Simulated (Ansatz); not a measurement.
## [BH2···H···NH], triplet: transfer scan

Starting geometry:

```xyz
6

B    -1.4864    0.0351    0.0000
H    -2.0832    1.0687    0.0000
H    -2.0832   -0.9985    0.0000
H    -0.2930    0.0351    0.0000
N     1.3516    0.0351    0.0000
H     1.6206   -0.9691    0.0000
```

From there H4 is moved from one fragment to the other while all else, the fragments' distance too, stays fixed, so the hump isn't the reaction's barrier; atoms are numbered as listed. Energies are in eV, counted from the starting geometry at the same level. Kohn–Sham curves are unrestricted where that lies lower.

Basis cc-pVDZ; Ansatz 0.2.0. Only valence electrons are correlated (noble-gas cores frozen). R marks a restricted (for open shells ROHF) determinant, U an unrestricted one.

Full CI isn't at hand for all of this; UCCSDT(Q) serves as the reference, and is uncertain by about the last step of the cluster series.

| distance B1-H4 (Å) | wB97M-V |
| --- | --- |
| 1.110 | 0.072 |
| 1.194 | 0.000 |
| 1.280 | 0.086 |
| 1.366 | 0.242 |
| 1.453 | 0.393 |
| 1.539 | 0.472 |
| 1.625 | 0.457 |
| 1.712 | 0.393 |
| 1.798 | 0.386 |

Q: Estimate the UCCSDT(Q) curve in cc-pVDZ from this one, knowing how wB97M-V errs.

A: The computed UCCSDT(Q) values, in eV from the starting point, and the error of wB97M-V against them:
| distance B1-H4 (Å) | UCCSDT(Q) | wB97M-V less UCCSDT(Q) |
| --- | --- | --- |
| 1.110 | 0.064 | 0.008 |
| 1.194 | 0.000 | 0.000 |
| 1.280 | 0.105 | -0.019 |
| 1.366 | 0.288 | -0.046 |
| 1.453 | 0.466 | -0.072 |
| 1.539 | 0.561 | -0.090 |
| 1.625 | 0.550 | -0.092 |
| 1.712 | 0.475 | -0.082 |
| 1.798 | 0.454 | -0.068 |

The error spans 0.100 eV and is largest, -0.092 eV, at 1.625 Å.

In so small a basis the reference is far from its limit while semilocal and hybrid functionals are nearer theirs, so the functionals' errors here hold much of the reference's basis and frozen-core error, which can add to them or hide them.
